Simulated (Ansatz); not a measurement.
**AsH2⁻, quintet in aug-cc-pVTZ: errors against UCCSDT(Q)**

Geometry: that of the AsH2⁻, triplet, kept fixed. The triplet lies 4.2 eV lower here.

```
atom   x (Å)    y (Å)    z (Å)
  As  0.0000   0.0191   0.0272
   H  0.0000  -1.5033  -0.1111
   H  0.0000   0.0833  -1.9075
```

Basis aug-cc-pVTZ; Ansatz 0.2.0. Only valence electrons are correlated (noble-gas cores and the filled d shells of p-block atoms frozen), which leaves 8 electrons in 91 orbitals. Prefix R: restricted or restricted open-shell reference; prefix U: unrestricted. Active spaces: valence = (8e, 6o) chosen from the atoms' valence shells. No spin–orbit coupling is included, and no scalar relativity. This anion state lies near or above the neutral species, so the extra electron is weakly bound or unbound and the energies hang on the diffuse functions.

Full CI isn't at hand for all of this; UCCSDT(Q) serves as the reference, and is uncertain by about the last step of the cluster series. The frozen core follows each run's orbitals, which can shift R against U totals by a few meV for light atoms and by up to 0.1 eV past Ca.

```
UHF ⟨S²⟩                          : 6.016
T1 diagnostic (RCCSD)             : 0.0386
largest doubles amplitude (RCCSD) : 0.041
T1 diagnostic (UCCSD)             : 0.0385
```

```json
{"level": "UHF", "E − E(UCCSDT(Q)) (kcal/mol)": "88.99", "share of correlation (%)": "3.34", "wall time": "–"}
{"level": "UMP2", "E − E(UCCSDT(Q)) (kcal/mol)": "18.80", "share of correlation (%)": "79.58", "wall time": "–"}
{"level": "UCCSD", "E − E(UCCSDT(Q)) (kcal/mol)": "4.31", "share of correlation (%)": "95.32", "wall time": "–"}
{"level": "UCCSD(T)", "E − E(UCCSDT(Q)) (kcal/mol)": "0.84", "share of correlation (%)": "99.08", "wall time": "38 s (H100)"}
{"level": "UCCSDT", "E − E(UCCSDT(Q)) (kcal/mol)": "0.15", "share of correlation (%)": "99.84", "wall time": "–"}
```

The correlation energy at UCCSDT(Q), counted from RHF, is -3.992 eV. That run took 54 s on 2 threads of AMD EPYC 7R13 with a shared H100 80 GB, shared host.

Run but not shown, since their state or frozen core can't be matched to the reference's or they repeat it: RHF, RMP2, RCCSD, RCCSD(T), BCCD(T), RCCSDT, RCCSDT(Q), CASSCF (valence space), NEVPT2 (valence space), NEVPT4(SD) (valence space), MRCISD (valence space), MRCISD+Q (valence space).

Times hold each run's SCF and search for its determinant on a shared host, so for small cases they say little of a method's own cost.

Natural occupations of CASSCF (valence space) about the gap: 2.000 2.000 1.000 1.000 1.000 1.000; effectively unpaired electrons, Σ n²(2−n)², 4.00.
